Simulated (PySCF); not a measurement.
CH3O, SMILES [OH+]=C, charge +1. Coordinates come from a PBE-D3(BJ)/def2-TZVP optimisation. The isomer is the one that the SMILES or the coordinates give; other isomers of the formula were not compared.

TDA-LC-ωPBE/def2-TZVPD (PySCF) puts the lowest singlet excitations at 6.08, 9.76, 10.77, 11.46, 11.97, 13.13 eV.

What are the lowest excitation roots from PySCF with ADC(2)/aug-cc-pVDZ? (Estimate from the structure and the level; the computed values follow.)

6.17, 9.40, 10.04, 11.11, 12.41, 12.74 eV. S1 differs by 0.10 eV (second minus first; roots are paired by order, and the bases may differ).
